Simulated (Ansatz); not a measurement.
# AlO2 (quartet): from Hartree-Fock to the top rungs, def2-TZVPP

An exercise on one series of results from a longer session: the logs are not shown, and one member is left open.

Program: Ansatz 0.2.0, Gaussian basis. Level of theory: def2-TZVPP, core rule «outside noble gas», up to 7 orbitals frozen. These are calculated values, not measurements.

Plan: UHF; ROHF; CCSD(T) on UHF.

2 further runs of the same task are left out: 2 set aside as unsound or not needed.

## The geometry

The geometry is a PBE0/def2-TZVP stationary point (not a proven minimum) of the parent state, kept for this charge and spin.

3 atoms, charge 0, spin multiplicity 4.

Atoms are counted from 1 here; the program's logs count them from 0.

Bond lengths: Al1–O2 1.733 Å, O2–O3 1.294 Å. Angles: Al1–O2–O3 180.0°.

Set-up of the first run:

File in.yaml:

```yaml
crystal:
  periodic: [false, false, false]
  atoms:
    - {symbol: Al, position_ang: [0.000000, 0.000000, 1.586946]}
    - {symbol: O, position_ang: [0.000000, 0.000000, -0.146400]}
    - {symbol: O, position_ang: [0.000000, 0.000000, -1.440545]}
basis:
  gaussian: {orbitals: def2-TZVPP}
magnetization: {spin_polarized: true, initial_magnetization: 3}
hamiltonian: {xc: hf}
output: {orbitals: {seedname: orbitals}}
```

Launch:

```bash
$ ansatz run in.yaml --threads 1 --pin off --events-out ev --progress --plain --max-ram 4096MiB --backend cpu
```

Among the steps run: UHF; ROHF; CCSD(T) on UHF.

One of the session's tables, all rows but one given; the rest of the session is left out.

It belongs to the step «Misses and costs». 

| method | from UCCSD(T) (meV) |
| --- | --- |
| ROHF | +13515.1 |
| UHF | ? |
| UMP2 | +932.8 |
| UCCSD | +522.2 |
| UCCSD(T) | 0 |

Q: Estimate the row for UHF from the others.

As computed: from UCCSD(T) (meV): +13302.9. In the column «from UCCSD(T) (meV)» it lies between UMP2 (+932.8) and ROHF (+13515.1).
